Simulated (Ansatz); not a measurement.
Molecule: C$_{2}$H$_{2}$F, charge 0, multiplicity 2. It need not be the lowest isomer of its formula. 
Geometry from a B3LYP-D3(BJ)/def2-TZVP (Ansatz, a quantum-chemistry and plane-wave program) optimisation:
SMILES: C(=[CH])F
```xyz
5

C      0.0300     0.3889     0.0008
C      1.2398    -0.0873    -0.0066
F     -1.0719    -0.3912     0.0045
H     -0.2254     1.4461     0.0047
H      2.2534     0.2654    -0.0109
```
Charge 0, spin multiplicity 2.

Parts of the frozen-core correlation energy in aug-cc-pVDZ (Ansatz, hartree). Frozen orbitals: 3; correlated occupied orbitals by spin: 9 and 8; virtual: 75 and 76. UHF or UKS for open shells. No spin-orbit coupling. Non-relativistic.

```csv
term,value
reference (HF),-176.25914
MP2 opposite-spin,-0.31978
MP2 same-spin,-0.11367
CCSD correlation,-0.46674
(T),-0.01527
T1 diagnostic,0.034
largest doubles amplitude,0.088
<S^2> of the reference,0.928
```
